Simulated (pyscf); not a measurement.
PySCF, gas phase, ωB97X-D3(BJ)/def2-SVP geometries. Correlated levels are frozen-core, on RHF or UHF. ΔMP2 is the change of the MP2 total energy from the triple- to the quadruple-zeta basis.

**Question.** For the elementary gas-phase step silane (SiH₄) + difluorosilylene (F–Si:–F) [singlet] → F–SiH(F)–SiH₃ (singlet surface; H–Si broken, Si–Si, H–Si formed), what barrier and reaction energy does CCSD(T)/def2-TZVPP + ΔMP2(QZVPP) give, measured from the separated reactants?

**Answer.** ΔE‡ = 1.20 eV, ΔE = -1.31 eV. Zero-point energy shifts the barrier by +0.05 eV. It is an insertion, with an imaginary mode of 585i cm⁻¹. This is the saddle that the search found; another between the same sides may lie lower. The CCSD(T) − MP2 part came from Ansatz, without density fitting, on the same reference.
